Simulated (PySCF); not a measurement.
Does the answer move with the share of exact exchange?

PH3.
SMILES with atom numbers: `[PH3:1]` (hydrogens: H2, H3, H4 on P1)

Structure used (GFN2-xTB), in Å, numbered top down from 1:
```xyz
4
PH3 angstrom
P     -0.0015    0.0035    0.5704
H     -0.5587    1.0086   -0.2056
H      1.1583   -0.0163   -0.1896
H     -0.5880   -0.9910   -0.1980
```

PySCF, def2-QZVP basis, density fitting, gas phase, GFN2-xTB geometry. One functional is left out:

```json
{"functional": "B97-D", "exact exchange (%)": "0", "HOMO energy (eV)": "-6.71", "LUMO energy (eV)": "-0.07", "dipole moment (D)": "0.632"}
{"functional": "BLYP", "exact exchange (%)": "0", "HOMO energy (eV)": "-6.62", "LUMO energy (eV)": "-0.07", "dipole moment (D)": "0.579"}
{"functional": "BP86", "exact exchange (%)": "0", "HOMO energy (eV)": "-6.84", "LUMO energy (eV)": "-0.20", "dipole moment (D)": "0.646"}
{"functional": "HCTH407", "exact exchange (%)": "0", "HOMO energy (eV)": "-6.90", "LUMO energy (eV)": "-0.32", "dipole moment (D)": "0.672"}
{"functional": "LDA", "exact exchange (%)": "0", "HOMO energy (eV)": "-6.80", "LUMO energy (eV)": "-0.23", "dipole moment (D)": "0.709"}
{"functional": "OLYP", "exact exchange (%)": "0", "HOMO energy (eV)": "-6.61", "LUMO energy (eV)": "-0.18", "dipole moment (D)": "0.653"}
{"functional": "OPBE", "exact exchange (%)": "0", "HOMO energy (eV)": "-6.73", "LUMO energy (eV)": "-0.04", "dipole moment (D)": "0.730"}
{"functional": "PBE", "exact exchange (%)": "0", "HOMO energy (eV)": "-6.74", "LUMO energy (eV)": "-0.14", "dipole moment (D)": "0.659"}
{"functional": "PW91", "exact exchange (%)": "0", "HOMO energy (eV)": "-6.79", "LUMO energy (eV)": "-0.20", "dipole moment (D)": "0.646"}
{"functional": "revPBE", "exact exchange (%)": "0", "HOMO energy (eV)": "-6.71", "LUMO energy (eV)": "-0.10", "dipole moment (D)": "0.653"}
{"functional": "B3LYP", "exact exchange (%)": "20", "HOMO energy (eV)": "-7.71", "LUMO energy (eV)": "0.38", "dipole moment (D)": "0.607"}
{"functional": "B97-2", "exact exchange (%)": "21", "HOMO energy (eV)": "-7.67", "LUMO energy (eV)": "0.72", "dipole moment (D)": "0.671"}
{"functional": "mPW1PW91", "exact exchange (%)": "25", "HOMO energy (eV)": "-7.94", "LUMO energy (eV)": "0.69", "dipole moment (D)": "0.673"}
{"functional": "BHandHLYP", "exact exchange (%)": "50", "HOMO energy (eV)": "-8.97", "LUMO energy (eV)": "1.19", "dipole moment (D)": "0.629"}
```

Question: Predict the row of X3LYP (22 % exact exchange) by straight lines through the other rows, and check it.

Answer: 
```tsv
property	line	computed	computed − line	B97-2 (21 %), for comparison
HOMO energy (eV)	-7.74	-7.74	0.00	-7.67
LUMO energy (eV)	0.50	0.39	-0.11	0.72
dipole moment (D)	0.648	0.608	-0.040	0.671
```

Question: Which of these properties follows the share of exact exchange most closely, and which least?

Answer: Most closely the HOMO energy, least the dipole moment; the correlations over the tabulated rows are HOMO energy -0.993, LUMO energy 0.970, dipole moment -0.184. The HOMO energy moves by -0.452 eV for every 10 %. Functionals with the same share still differ in their other parts: at 0 % HCTH407 and OLYP differ by 0.29 eV in it.
